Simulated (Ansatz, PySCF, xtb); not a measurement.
Bonds broken one at a time in the series HO-X. All species are isolated molecules in the gas phase. One relaxed conformer stands for each flexible species; it need not be the lowest. Strings in code marks are SMILES.

Quantity: homolytic bond dissociation enthalpy at 298 K (no spin–orbit term), in kJ/mol. Thermal and zero-point terms are GFN2-xTB rigid-rotor harmonic values (xtb).

Level 1: PBE-D3(BJ)/def2-TZVP // B3LYP-D3(BJ)/def2-TZVP (PySCF)
Level 2: PBE/6-31G* // B3LYP-D3(BJ)/def2-TZVP (PySCF)
Level 3: HF/3-21G // B3LYP-D3(BJ)/def2-TZVP (PySCF)
Level 4: HF/cc-pVTZ // B3LYP-D3(BJ)/def2-TZVP (Ansatz, a program for electronic structure)

```tsv
species	level 2	level 3	level 4
O–Si bond of `O[SiH3]`, giving `[OH]` and `[SiH3]`	487.8	323.0	372.9
C–Si bond of `C[Si](C)(C)O` (C–Si–O–H torsion 60°), giving `C[Si](C)O` (C–Si–O–H torsion 177°) and `[CH3]`	371.8	299.3	274.9
C–O bond of `CO`, giving `[CH3]` and `[OH]`	407.4	198.5	219.2
C–O bond of `O=CO` (O–C–O–H torsion 0°), giving `[CH]=O` and `[OH]`	492.7	310.7	319.3
Si–O bond of `C[Si](C)(C)O` (C–Si–O–H torsion 60°), giving `C[Si](C)C` and `[OH]`	520.3	390.0	401.0
C–C bond of `CCO` (C–C–O–H torsion 59°), giving `[CH2]O` and `[CH3]`	369.0	254.5	241.5
O–S bond of `OS` (H–O–S–H torsion 91°), giving `[OH]` and `[SH]`	303.1	48.9	112.9
C–O bond of `CCO` (C–C–O–H torsion 59°), giving `[CH2]C` and `[OH]`	408.6	210.4	227.2
```

Question: What does level 1 give for each?

Answer: 
- O–Si bond of `O[SiH3]`, giving `[OH]` and `[SiH3]`: 503.9
- C–Si bond of `C[Si](C)(C)O` (C–Si–O–H torsion 60°), giving `C[Si](C)O` (C–Si–O–H torsion 177°) and `[CH3]`: 372.4
- C–O bond of `CO`, giving `[CH3]` and `[OH]`: 397.5
- C–O bond of `O=CO` (O–C–O–H torsion 0°), giving `[CH]=O` and `[OH]`: 476.6
- Si–O bond of `C[Si](C)(C)O` (C–Si–O–H torsion 60°), giving `C[Si](C)C` and `[OH]`: 530.8
- C–C bond of `CCO` (C–C–O–H torsion 59°), giving `[CH2]O` and `[CH3]`: 355.8
- O–S bond of `OS` (H–O–S–H torsion 91°), giving `[OH]` and `[SH]`: 318.3
- C–O bond of `CCO` (C–C–O–H torsion 59°), giving `[CH2]C` and `[OH]`: 399.0
